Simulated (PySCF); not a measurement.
## How good is the calculation?

Bonds (- single, = double, # triple, : aromatic): C1-O2, O2-C3, C3:C4, C4:C5, C5:C6, C6:C7, C7:C8, C8:C3. C1 carries H9, H10, H11; C4 carries H12; C5 carries H13; C6 carries H14; C7 carries H15; C8 carries H16.

Published estimates (parent shift plus substituent increments) and measurements: δ $^{13}$C C5/C7 129.5; C6 120.8; C4/C8 114.1; δ $^{1}$H H13/H15 7.29; H14 6.94; H12/H16 6.90 ppm (estimated from measurements, as parent shift plus tabulated substituent increment; solution, not stated per compound (mostly CDCl3 or CCl4); Pretsch, Buehlmann, Badertscher, Structure Determination of Organic Compounds, 4th ed. (2009)).
δ $^{13}$C C1 54.8; δ $^{1}$H H9/H10/H11 3.73 ppm (measured; solution, not stated per compound (mostly CDCl3 or CCl4); Pretsch, Buehlmann, Badertscher, Structure Determination of Organic Compounds, 4th ed. (2009)).
δ $^{1}$H H13/H15 7.28; H14 6.93; H12/H16 6.90; H9/H10/H11 3.79 ppm (measured; solution, not stated in the table (CDCl3 in this author's series); The use of chemical shift calculations in the conformational analysis of substituted benzenes, New J. Chem. 2019 (ESI)).
δ $^{17}$O O2 50.6 ppm (measured; liquid, neat, 295 K; 17O NMR survey of organic solvents and oxofluorinated compounds, PMC5915748).
δ $^{13}$C C3 159.9; C5/C7 129.5; C6 120.8; C4/C8 114.1 ppm (estimated from measurements, as parent shift plus tabulated substituent increment; solution, CCl4; Levy, Lichter, Nelson pp. 111-112; Breitmaier, Voelter pp. 256-258, as tabulated by Wired Chemist).
δ $^{1}$H H13/H15 7.15; H14 6.82; H12/H16 6.77 ppm (measured; solution, CCl4, 309 K; Shapiro, Mohrmann, J. Phys. Chem. Ref. Data 1977, 6, 919). Coupling constants: $^{3}J$(H12,H13) 8.3 Hz, $^{4}J$(H12,H14) 1.0 Hz, $^{5}J$(H12,H15) 0.4 Hz, $^{4}J$(H12,H16) 2.7 Hz, $^{3}J$(H13,H14) 7.4 Hz, $^{4}J$(H13,H15) 1.8 Hz, $^{1}J$(C1,H9) 143.0 Hz.

- couplings computed with B3LYP/pcJ-1 (without the spin–dipole term)
- PBE0-D3(BJ)/def2-SVP geometry
- shielding tensors at PBE0/pcSseg-1 (GIAO)
- program: PySCF
- fast rotation and ring inversion assumed for equivalent nuclei, isolated molecule, a single conformation, non-relativistic

Q: What does the calculation give, and how does it compare?

A: 
Reference values: estimated from measurements, as parent shift plus tabulated substituent increment (solution, not stated per compound (mostly CDCl3 or CCl4); Pretsch, Buehlmann, Badertscher, Structure Determination of Organic Compounds, 4th ed. (2009)).
```json
{"atoms": "C5/C7", "quantity": "δ $^{13}$C", "reference": "129.5", "computed": "135.1", "computed, scaled": "129.9"}
{"atoms": "C6", "quantity": "δ $^{13}$C", "reference": "120.8", "computed": "124.8", "computed, scaled": "120.0"}
{"atoms": "C4/C8", "quantity": "δ $^{13}$C", "reference": "114.1", "computed": "117.2", "computed, scaled": "112.7"}
{"atoms": "H13/H15", "quantity": "δ $^{1}$H", "reference": "7.29", "computed": "7.38", "computed, scaled": "7.21"}
{"atoms": "H14", "quantity": "δ $^{1}$H", "reference": "6.94", "computed": "7.00", "computed, scaled": "6.85"}
{"atoms": "H12/H16", "quantity": "δ $^{1}$H", "reference": "6.90", "computed": "6.83", "computed, scaled": "6.70"}
```

Reference values: measured (solution, not stated per compound (mostly CDCl3 or CCl4); Pretsch, Buehlmann, Badertscher, Structure Determination of Organic Compounds, 4th ed. (2009)).
```tsv
atoms	quantity	reference	computed	computed, scaled
C1	δ $^{13}$C	54.8	53.6	51.2
H9/H10/H11	δ $^{1}$H	3.73	3.66	3.68
```

Reference values: measured (solution, not stated in the table (CDCl3 in this author's series); The use of chemical shift calculations in the conformational analysis of substituted benzenes, New J. Chem. 2019 (ESI)).
```json
{"atoms": "H13/H15", "quantity": "δ $^{1}$H", "reference": "7.28", "computed": "7.38", "computed, scaled": "7.21"}
{"atoms": "H14", "quantity": "δ $^{1}$H", "reference": "6.93", "computed": "7.00", "computed, scaled": "6.85"}
{"atoms": "H12/H16", "quantity": "δ $^{1}$H", "reference": "6.90", "computed": "6.83", "computed, scaled": "6.70"}
{"atoms": "H9/H10/H11", "quantity": "δ $^{1}$H", "reference": "3.79", "computed": "3.66", "computed, scaled": "3.68"}
```

Reference values: measured (liquid, neat, 295 K; 17O NMR survey of organic solvents and oxofluorinated compounds, PMC5915748).
| atoms | quantity | reference | computed | computed, scaled |
| --- | --- | --- | --- | --- |
| O2 | δ $^{17}$O vs D2O (external) | 50.6 | – | 57.3 |

Reference values: estimated from measurements, as parent shift plus tabulated substituent increment (solution, CCl4; Levy, Lichter, Nelson pp. 111-112; Breitmaier, Voelter pp. 256-258, as tabulated by Wired Chemist).
```json
{"atoms": "C3", "quantity": "δ $^{13}$C", "reference": "159.9", "computed": "164.6", "computed, scaled": "158.4"}
{"atoms": "C5/C7", "quantity": "δ $^{13}$C", "reference": "129.5", "computed": "135.1", "computed, scaled": "129.9"}
{"atoms": "C6", "quantity": "δ $^{13}$C", "reference": "120.8", "computed": "124.8", "computed, scaled": "120.0"}
{"atoms": "C4/C8", "quantity": "δ $^{13}$C", "reference": "114.1", "computed": "117.2", "computed, scaled": "112.7"}
```

Reference values: measured (solution, CCl4, 309 K; Shapiro, Mohrmann, J. Phys. Chem. Ref. Data 1977, 6, 919).
```csv
atoms,quantity,reference,computed,"computed, scaled"
H13/H15,δ $^{1}$H,7.15,7.38,7.21
H14,δ $^{1}$H,6.82,7.00,6.85
H12/H16,δ $^{1}$H,6.77,6.83,6.70
```

Computed shifts are σ(ref) − σ with the named reference compound (TMS for H and C) calculated as an isolated molecule at the same level. The measured values may be among those fitted. Shieldings were converted by linear fits to measured shifts (mostly CDCl3, TMS scale, for H and C): $^{1}$H: δ = 29.91 − 0.950σ (rms 0.21 ppm, 511 shifts, 0.22 ppm with the 3 outliers that the fit left out); $^{13}$C: δ = 177.62 − 0.967σ (rms 1.9 ppm, 903 shifts, 2.3 ppm with the 23 outliers that the fit left out); $^{17}$O: δ = 263.91 − 0.892σ (rms 13.5 ppm, 141 shifts, 14.3 ppm with the 1 outlier that the fit left out vs liquid water, solution or neat liquid). A few per cent of atoms miss by over 2 rms, more outside the fitted compound classes.

Coupling constants in Hz (some tables give magnitudes without signs):
```tsv
coupling	reference	computed	source
$^{3}J$(H12,H13)	8.3	9.2	measured; solution (compiled); Pretsch, Buehlmann, Badertscher, Structure Determination of Organic Compounds, 4th ed., Springer 2009
$^{4}J$(H12,H14)	1.0	0.7	measured; solution (compiled); Pretsch, Buehlmann, Badertscher, Structure Determination of Organic Compounds, 4th ed., Springer 2009
$^{5}J$(H12,H15)	0.4	0.4	measured; solution (compiled); Pretsch, Buehlmann, Badertscher, Structure Determination of Organic Compounds, 4th ed., Springer 2009
$^{4}J$(H12,H16)	2.7	2.5	measured; solution (compiled); Pretsch, Buehlmann, Badertscher, Structure Determination of Organic Compounds, 4th ed., Springer 2009
$^{3}J$(H13,H14)	7.4	8.2	measured; solution (compiled); Pretsch, Buehlmann, Badertscher, Structure Determination of Organic Compounds, 4th ed., Springer 2009
$^{4}J$(H13,H15)	1.8	1.4	measured; solution (compiled); Pretsch, Buehlmann, Badertscher, Structure Determination of Organic Compounds, 4th ed., Springer 2009
$^{1}J$(C1,H9)	143.0	148.0	measured; liquid or solution (compiled); San Fabian, Garcia de la Vega, Suardiaz et al., Magn. Reson. Chem. 2013, 51, 775 (SI)
```

Q: How far are the unscaled $^{13}$C shifts from the references?

A: Mean signed difference +3.61 ppm, mean absolute 3.91 ppm over 8 comparisons; the largest is +5.6 ppm at C5/C7 (aromatic CH).

Q: How far are the unscaled $^{1}$H shifts from the references?

A: Mean signed difference +0.04 ppm, mean absolute 0.10 ppm over 11 comparisons; the largest is +0.23 ppm at H13/H15 (hydrogen on an aromatic CH).

27 of the 53 published NMR values on file for this molecule are compared. The rest: values whose atom or origin is in doubt.

Unscaled 3J(H,H) at this level run about 10 % above measured values. The carbons averaged at δ 117.2 differ by 11 ppm in this conformer.
